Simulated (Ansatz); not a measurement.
**CHO (charge +1): ladder of basis sets, by script**

How does the energy of CHO (charge +1) converge with the basis? Wanted for CHO (charge +1): a ladder of basis sets. SMILES: C#[O+].

Computed with Ansatz 0.2.0 through its Python package. The levels of theory stand in the script.

## 1. The structure

Bond lengths: C1–O2 1.128 Å, C1–H3 1.058 Å. Angles: O2–C1–H3 180.0°.

cho.xyz, read by the script:

```xyz
3

C    -0.02320    0.00050    0.00000
O     1.10470   -0.02200    0.00000
H    -1.08140    0.02150    0.00000
```

## 2. The code

basis_cho.py

```python
"""How the energy of CHO(+) converges with the basis."""

import ansatz as az

molecule = az.Crystal.molecule_from_extxyz("cho.xyz")

calc = molecule.calculation().correlation("mp2").charge(1)

energies = {}
for basis in ["cc-pVDZ", "cc-pVTZ", "cc-pVQZ"]:
    report = calc.basis(gaussian=basis).run(threads=1).report
    size = report["n_frozen"] + report["n_occupied"][0] + report["n_virtual"][0]
    energies[basis] = (report["reference_energy_ev"] / 27.211386246, report["free_energy_ev"] / 27.211386246)
    print(f"{basis:14s} {size:4d} orbitals  reference {energies[basis][0]:14.6f} Ha  total {energies[basis][1]:14.6f} Ha")

# correlation energy at the basis limit from E(X) = E + A / X^3
small, large = (energies[b][1] - energies[b][0] for b in ("cc-pVTZ", "cc-pVQZ"))
limit = (4 ** 3 * large - 3 ** 3 * small) / (4 ** 3 - 3 ** 3)
print(f"correlation energy: {small:.6f} and {large:.6f} Ha, extrapolated {limit:.6f} Ha")
print(f"share caught by the larger set: {100 * large / limit:.1f} %")
```

## 3. The input behind the calls

The engine receives this input (first run):

```yaml
crystal:
  periodic: [false, false, false]
  atoms:
    - { symbol: C, position_ang: [-0.0232, 0.0005, 0.0] }
    - { symbol: O, position_ang: [1.1047, -0.022, 0.0] }
    - { symbol: H, position_ang: [-1.0814, 0.0215, 0.0] }
basis:
  gaussian:
    orbitals: cc-pVDZ
total_charge: 1.0
correlation:
  method: mp2
```

## 4. Running it

Launch:

```bash
python basis_cho.py
```

**Question.** How far does the total energy move along this ladder of basis sets?

The runs gave:

| quantity | value |
| --- | --- |
| extrapolated correlation energy | -0.411954 Ha |
| runs compared | 3 |
| correlation energy, last run | -10.719 eV |

In words: Against cc-pVDZ: cc-pVTZ -97.0 mHa and cc-pVQZ -129.9 mHa. The last step alone is -32.91 mHa. Caveats:
- The drop along the ladder measures the basis error, and is no property of the molecule.
- The geometry is a force-field or estimated start, not a minimum of this method, and the last set is no limit. Much of the fall in a total is atomic energy, which cancels in bond and reaction energies.
- Inner cores stay frozen, so this is valence correlation.
- An extrapolation from small basis sets is rough.
